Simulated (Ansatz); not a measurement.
The input, for Ansatz 0.2.0:

```yaml
crystal:
  periodic: [false, false, false]
  atoms:
    - {symbol: Mo, position_ang: [0.000000, 0.000000, 1.446270]}
    - {symbol: N, position_ang: [0.000000, 0.000000, -0.215519]}
    - {symbol: H, position_ang: [0.000000, 0.000000, -1.230751]}
basis:
  gaussian: {orbitals: def2-SVP}
correlation: {method: sc_nevpt2, electrons: outside_noble_gas, active_space: {window: {electrons: 12, orbitals: 11}, shells: [{species: H, l: s, shell: 1}, {species: Mo, l: s, shell: 5}, {species: Mo, l: d, shell: 4}, {species: "N", l: s, shell: 2}, {species: "N", l: p, shell: 2}]}}
```

```sh
$ ansatz run in.yaml --threads 2 --pin off --events-out ev --progress --plain --max-ram 23808MiB --backend cuda --devices 0, --max-vram 18GiB
```

The program prints:

```
885 factors; integrals over basis functions are off by at most 1.2e-7 eV
mean field evaluation 1: about -3326.3777 eV, gradient 3.8e1 eV
mean field evaluation 2: about -3326.3859 eV, gradient 3.8e1 eV
mean field evaluation 4: about -3329.3843 eV, gradient 4.3e0 eV
mean field evaluation 8: about -3329.4557 eV, gradient 3.3e-1 eV
mean field evaluation 16: about -3304.6885 eV, gradient 5.4e1 eV
mean field evaluation 32: about -3322.0043 eV, gradient 1.9e-3 eV
mean field evaluation 64: about -3327.9157 eV, gradient 4.8e0 eV
mean field evaluation 96: about -3327.5865 eV, gradient 1.1e0 eV
mean field evaluation 128: about -3329.4572 eV, gradient 1.7e-1 eV
mean field -3329.45798463 eV, -122.3553241475 hartree, gradient 2.7e-6 eV, S^2 0.000000; 6 other end points of the search recorded, 0 dependent functions left out; unrestricted orbitals would lower it
reference -3329.45798463 eV, -122.3553241475 hartree; 11, 11 occupied and 39, 39 virtual orbitals, 885 factors
state -3334.05911820 eV, -122.5244126875 hartree
state -3334.05911820 eV, -122.5244126875 hartree; corrected -3338.14317526 eV, -122.6744990161 hartree
Total energy: -3338.14317526 eV, -122.6744990161 hartree
Checks for a lower state left out: starts, orbital_swaps
```

Ran on 2 threads of AMD EPYC 7R13 with a shared H100 80 GB, shared host: 14 s wall, 0.79 GiB peak host memory.
